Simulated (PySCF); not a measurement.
Where the electron goes

C₃H₂ClFO.
Numbering: `[O:1]=[C:2]=[C:3]([Cl:4])[CH2:5][F:6]` (hydrogens: H7, H8 on C5)

Cartesian coordinates in Å at the GFN2-xTB level; atoms count from 1:
```
atom  x, y, z in Å
O1     2.5128   -0.7596   -0.4847
C2     1.5145   -0.2250   -0.2444
C3     0.4105    0.3822    0.0881
Cl4    0.5241    2.1222    0.3091
C5    -0.9421   -0.2524    0.1417
F6    -1.5197   -0.3122   -1.1067
H7    -0.8782   -1.2847    0.5014
H8    -1.6128    0.3389    0.7710
```

Level of theory: TDDFT PBE0/def2-SVPD, vertical, gas phase, core orbitals frozen in the response in PySCF 2.14.0, density-fitted response routines.

Kohn–Sham orbitals with the atoms that hold most of them (Löwdin shares over 4%, at most four atoms; ? is withheld):

| orbital | ε (eV) | atoms |
| --- | --- | --- |
| LUMO+2 | 0.38 | C2 34%, Cl4 16%, O1 16%, C5 12% |
| LUMO+1 | 0.20 | C2 25%, C3 18%, O1 17%, C5 15% |
| LUMO | ? | ? |
| HOMO | -7.36 | ? |
| HOMO-1 | -9.56 | Cl4 73%, C3 8%, C5 7%, F6 7% |
| HOMO-2 | -10.47 | F6 51%, C5 19%, H8 11%, H7 7% |
| HOMO-3 | -10.60 | Cl4 62%, C3 18%, O1 7%, C2 5% |

(1) Which atoms hold the HOMO, and with what shares?

(2) Give the leading atoms of the LUMO.

(3) What is the LUMO energy, and the HOMO–LUMO gap?

Results:

(1) C3 (bonded to 2 C and Cl) 32%; Cl4 (bonded to C) 27%; O1 (bonded to C) 17%; C2 (bonded to C and O) 17%. By element: carbon 49% or more, chlorine 27%, oxygen 17%.

(2) C2 (bonded to C and O) 35%; O1 (bonded to C) 28%; Cl4 (bonded to C) 20%; C3 (bonded to 2 C and Cl) 12%. By element: carbon 46% or more, oxygen 28%, chlorine 20%.

(3) ε(LUMO) = -2.49 eV; the gap is 4.88 eV (0.1793 hartree).

Question: How does S1 compare with the orbital gap of 4.88 eV?

Answer: S1 is at 2.93 eV (f = 0.0001), 1.95 eV below the gap, made of HOMO→LUMO (99%). Without the coupling terms of the response equations the lowest excitation would equal the gap.

Question: Give energy, strength and leading configuration of S1 and S2, and follow the Löwdin shares of the leading atoms from the occupied to the empty orbital.

Answer: 
- S1 (2.93 eV, f 0.0001), HOMO→LUMO (99%): C3 32% → 12%, Cl4 27% → 20%, C2 17% → 35%, O1 17% → 28%
- S2 (5.63 eV, f 0.0038), HOMO-1→LUMO (99%): Cl4 73% → 20%, C3 8% → 12%, C2 at most 6% → 35%, O1 at most 6% → 28%

The run took 9.4 s on one thread of an Intel Xeon 6975P-C, no GPU, on a shared host, and the process peaked at 0.67 GiB of memory.

One conformer stands for the species.
